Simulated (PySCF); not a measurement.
A species of formula C4H6S has this rotational fingerprint, computed with PBE0-D3(BJ)/def2-SVP geometry optimisation, gas phase (PySCF 2.14.0):

```
Rotational constants : A = 19171, B = 1987, C = 1804 MHz
Dipole components    : |μa| = 0.00 D, |μb| = 1.12 D, |μc| = 0.00 D
Inertial defect      : -0.51 u·Å²
κ                    : -0.98
```

**Question.** Which structure is it? (One computed conformer of each.)
A. `[CH:1]#[C:2][S:3][CH2:4][CH3:5]` with C2–S3–C4–C5 64°
B. `[S:1]=[CH:2][CH:3]1[CH2:4][CH2:5]1` with S1–C2–C3–C4 -146°
C. `[CH2:1]=[CH:2][S:3][CH:4]=[CH2:5]` with C1–C2–S3–C4 -172°, C2–S3–C4–C5 -172° (divinyl sulfide)

**Answer.** C. It is C=CSC=C, a near-prolate asymmetric top, point group C2. The candidates at the same level (rigid rotor, commonest isotopes):

```tsv
SMILES	A (MHz)	B (MHz)	C (MHz)	μa (D)	μb (D)	μc (D)	Δ (u·Å²)	point group	rotor
C#CSCC	6426	2898	2164	1.31	1.05	0.56	-19.57	C1	asymmetric top
C=CSC=C	19171	1987	1804	0.00	1.12	0.00	-0.51	C2	near-prolate asymmetric top
S=CC1CC1	15852	1931	1878	3.11	0.00	0.33	-24.51	Cs	near-prolate asymmetric top
```

`C#CSCC` has A 66 % too low; `S=CC1CC1` has A 17 % too low. In the right answer the symmetry axis of this C2 structure is b, so μa and μc vanish by symmetry. No structure here is proved a minimum.
